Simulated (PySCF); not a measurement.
H3N, SMILES N. The structure is a stationary point at PBE-D3(BJ)/def2-TZVPD.

Calculation: PBE-D3(BJ)/def2-TZVPD in PySCF.

Harmonic wavenumbers (cm⁻¹): 1023, 1618, 1618, 3378, 3499, 3499. Rotational constants (GHz): 291.6, 291.6, 187.3; symmetry number 3.

**Question.** Work out the zero-point energy and the ideal-gas rigid-rotor harmonic-oscillator thermochemistry at 298.15 K and 1 atm.

**Answer.** ZPE = ½ Σ hcν = ½ × 14634 cm⁻¹ = 20.92 kcal/mol. H − E(el) = 23.31 kcal/mol. Entropy in cal/(mol K): translation 34.44, rotation 11.49, vibration 0.10, total 46.03. G − E(el) = 9.59 kcal/mol. Cp = 8.40 cal/(mol K).
